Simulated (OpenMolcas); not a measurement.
# How methods differ on BNH3 (SMILES B[NH])

The species is BNH3 (5 atoms), meant as a doublet with charge 0. As SMILES, `B[NH]`. The shape is that of a PBE0-D4/def2-TZVP optimisation.

```xyz
5

B    -0.3108   -0.3701   -0.0916
N     0.5312    0.6552   -0.0198
H    -0.4148   -1.1074    0.8625
H    -0.9641   -0.5731   -1.0819
H     1.2084    1.3217    0.2893
```

Each level gives the energy change with the B1–N2 bond stretched from 1.329 to 2.325 Å (eV). The values are calculated.

```
                level                   kind     program  value (eV)  less FCI/STO-3G  CPU time (all runs)
          ROHF/STO-3G           Hartree–Fock  OpenMolcas        7.75            +1.87                5.3 s
           UHF/STO-3G           Hartree–Fock  OpenMolcas        4.62            -1.26                3.5 s
          UPBE/STO-3G                    GGA  OpenMolcas        6.31            +0.43                 12 s
        UB3LYP/STO-3G          global hybrid  OpenMolcas        6.39            +0.51                 14 s
         UPBE0/STO-3G          global hybrid  OpenMolcas        6.58            +0.70                 15 s
   CASPT2(3,3)/STO-3G         multireference  OpenMolcas        5.71            -0.17                3.8 s
SC-NEVPT2(3,3)/STO-3G         multireference  OpenMolcas        5.79            -0.09                3.8 s
     ROCCSD(T)/STO-3G  coupled cluster or CI  OpenMolcas        5.80            -0.08                  6 s
           FCI/STO-3G     exact in the basis  OpenMolcas        5.88             0.00                 33 s
```

FCI/STO-3G is exact within its basis and frozen core, so for wave-function methods in that basis the difference is their error; functionals converge differently with the basis, so for them it is only a difference. The first shape isn't each level's own minimum. The values span 4.62 to 7.75 eV. Spin contamination of the reference (⟨S²⟩ at least 0.1 too high) touches UHF/STO-3G, UPBE/STO-3G, UB3LYP/STO-3G, UPBE0/STO-3G. All rows use very small basis sets, so even the best lies far from the true value. Times are those of the runs behind each value, whatever else they computed, on shared processors of several kinds: orders of magnitude only.
